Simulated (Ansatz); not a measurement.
**Equilibrium lattice constant a of some III–V compounds**

Method: Hartree–Fock (Ansatz, a first-principles code, plane waves, PAW). References are measured values corrected to a static lattice or taken at low temperature (these still hold zero-point motion).

Values in Å.

```json
[
 {"solid": "zinc-blende AlP", "reference": "5.451*", "Hartree–Fock": "5.538", "error (%)": "+1.60"},
 {"solid": "cubic BN", "reference": "3.593*", "Hartree–Fock": "3.599", "error (%)": "+0.17"},
 {"solid": "wurtzite AlN", "reference": "3.111¶", "Hartree–Fock": "3.100", "error (%)": "-0.35"},
 {"solid": "zinc-blende InSb", "reference": "6.468*", "Hartree–Fock": "6.625", "error (%)": "+2.43"},
 {"solid": "zinc-blende GaP", "reference": "5.439*", "Hartree–Fock": "5.548", "error (%)": "+2.00"},
 {"solid": "zinc-blende AlAs", "reference": "5.649*", "Hartree–Fock": "5.745", "error (%)": "+1.70"},
 {"solid": "zinc-blende BP", "reference": "4.525*", "Hartree–Fock": "4.584", "error (%)": "+1.30"},
 {"solid": "zinc-blende InAs", "reference": "6.047*", "Hartree–Fock": "6.175", "error (%)": "+2.12"},
 {"solid": "zinc-blende GaAs", "reference": "5.64*", "Hartree–Fock": "5.755", "error (%)": "+2.04"},
 {"solid": "zinc-blende InP", "reference": "5.858*", "Hartree–Fock": "?", "error (%)": "?"}
]
```

**Question.** Estimate the withheld Hartree–Fock value.

**Answer.** The errors of the other rows run from -0.35 % to +2.43 %, with a median of +1.70 %; carried to the reference 5.858 it gives 5.958 Å. The run gives 5.979 Å (+2.07 %), +0.35 % from the estimate; the row was drawn at random, and such an estimate is rough. Over these 10 solids the mean error is +1.51 %, the mean absolute error 1.58 % (median 1.85 %), and the worst case zinc-blende InSb at +2.43 %; the value is too high in 9 of 10 cases.

A star marks references brought to a static lattice; the others are low-temperature values that still hold zero-point motion, which matters most for light elements.

Spin–orbit coupling is left out, also for the solids with elements from indium on (zinc-blende InSb, zinc-blende InAs, zinc-blende InP); its size isn't shown.

¶ marks references of a special kind: wurtzite AlN, 3.111 Å (measured, low temperature, extrapolated to low temperature; as tabulated in arXiv:1206.3780).

Differences are worked out from the printed values.

Ansatz's density-functional and Hartree–Fock values are scalar-relativistic unless marked +SOC, with PAW data made under PBE.

Not in this set, of the III–V compounds with a reference value in our tables and a result at some level: 4 for a reference at room or unstated temperature; 1 for a high-temperature or high-pressure phase. These can be a level's best or worst cases. At least 3 more with a reference value are held back for tests. Solids without a released value at any level aren't counted. Layered and molecular crystals are counted apart.

References as tabulated in Mejia-Rodriguez and Trickey (2018), arXiv:1807.09216; Goldzak et al. (2022), arXiv:2208.04865; arXiv:1206.3780.
